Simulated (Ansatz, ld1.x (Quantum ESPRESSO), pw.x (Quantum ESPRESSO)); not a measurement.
**Equation-of-state test of one PAW potential (Cs)**

caesium (Cs), PAW, made with ld1.x (Quantum ESPRESSO) 7.5 (PBEsol, scalar-relativistic). Core [Kr] 4d10, reference 5s2 5p6 5d0 6s0.5 6p0 (charge +0.5). Waves: 5s (bound): rcut 2.35, rcutus 2.65 bohr; 6s (bound): rcut 2.35, rcutus 2.65 bohr; 5p (bound): rcut 2.70, rcutus 3.25 bohr; 6p (bound, empty): rcut 2.70, rcutus 3.25 bohr; 5d (bound, empty): rcut 4.00, rcutus 4.30 bohr; 5d channel at 0.9 Ry: rcut 4.00, rcutus 4.30 bohr. Local part: all-electron potential smoothed inside 3.25 bohr (lloc = -2). Core correction: Bessel-smoothed model core inside 2.20 bohr. Augmentation charge: BESSEL, radius 2.30 bohr.

Atomic tests: cutoffs needed: 8 Ry and 12 Ry (the cutoffs (Ry, on a coarse ladder) from which the occupation-weighted sum of valence levels, in a spherical-Bessel basis at the reference potential, stays within 10 and 1 mRy of its value at 400 Ry); ghost test: no extra level below or beside the all-electron valence levels (s, p, d, f tested) (spherical-Bessel basis up to 400 Ry, 20 bohr box); largest excitation error: -13 meV (all-electron minus pseudo) for 5s2 5p5 5d0 6s1 6p0, out of 7 test configurations.

Crystal test: bcc Cs in pw.x 7.5, no spin, 8³ k-points, Fermi–Dirac smearing 0.01 Ry, cutoffs 40/320 Ry. The lattice is a test structure that the element need not adopt, and mesh and smearing are coarse.

pw.x input:

```
&control
  calculation='scf', prefix='x', pseudo_dir='./', outdir='./tmp', tstress=.true., disk_io='none'
/
&system
  ibrav=0, nat=1, ntyp=1, ecutwfc=40, ecutrho=320, nbnd=12,
  occupations='smearing', smearing='fd', degauss=0.01
/
&electrons
  conv_thr=1e-09, mixing_beta=0.4, electron_maxstep=70
/
ATOMIC_SPECIES
Cs 1.0 Cs.UPF
CELL_PARAMETERS angstrom
  -3.00559142 3.00559142 3.00559142
  3.00559142 -3.00559142 3.00559142
  3.00559142 3.00559142 -3.00559142
ATOMIC_POSITIONS crystal
Cs 0.0000 0.0000 0.0000
K_POINTS automatic
8 8 8 0 0 0
```

```bash
pw.x < Cs.scf.in > Cs.scf.out
```

Q: How does the run end?

A: It converges; the pressure is 0.04 GPa against -0.00 GPa from all-electron LAPW. This is a poor potential for the solid. The log shows:

```
     estimated scf accuracy    <       0.10723099 Ry
     iteration #  2     ecut=    40.00 Ry     beta= 0.40
     total energy              =    -409.45040314 Ry
     estimated scf accuracy    <       0.02347112 Ry
     iteration #  3     ecut=    40.00 Ry     beta= 0.40
     total energy              =    -409.45630286 Ry
     estimated scf accuracy    <       0.00044933 Ry
     iteration #  4     ecut=    40.00 Ry     beta= 0.40
     c_bands:  1 eigenvalues not converged
     c_bands:  1 eigenvalues not converged
     c_bands:  1 eigenvalues not converged
     c_bands:  1 eigenvalues not converged
     total energy              =    -409.45674446 Ry
     estimated scf accuracy    <       0.00023782 Ry
     [... 12 iterations left out ...]
     iteration # 17     ecut=    40.00 Ry     beta= 0.40
     total energy              =    -409.45683644 Ry
     estimated scf accuracy    <          2.8E-09 Ry
     iteration # 18     ecut=    40.00 Ry     beta= 0.40
     total energy              =    -409.45683644 Ry
     estimated scf accuracy    <          3.0E-09 Ry
     iteration # 19     ecut=    40.00 Ry     beta= 0.40
     total energy              =    -409.45683644 Ry
     estimated scf accuracy    <          1.1E-09 Ry
     iteration # 20     ecut=    40.00 Ry     beta= 0.40
     the Fermi energy is     2.2834 ev
!    total energy              =    -409.45683644 Ry
     estimated scf accuracy    <          2.4E-10 Ry
     smearing contrib. (-TS)   =      -0.00540730 Ry
     The total energy is F=E-TS. E is the sum of the following terms:
     one-electron contribution =     -15.51432718 Ry
     hartree contribution      =      10.65544092 Ry
     xc contribution           =      -8.13026013 Ry
     ewald contribution        =     -25.94992634 Ry
     one-center paw contrib.   =    -370.51235640 Ry
     convergence has been achieved in  20 iterations
          total   stress  (Ry/bohr**3)                   (kbar)     P=        0.39
     Message from routine punch:
     Nothing written, as per user request (disk_io='none')
```
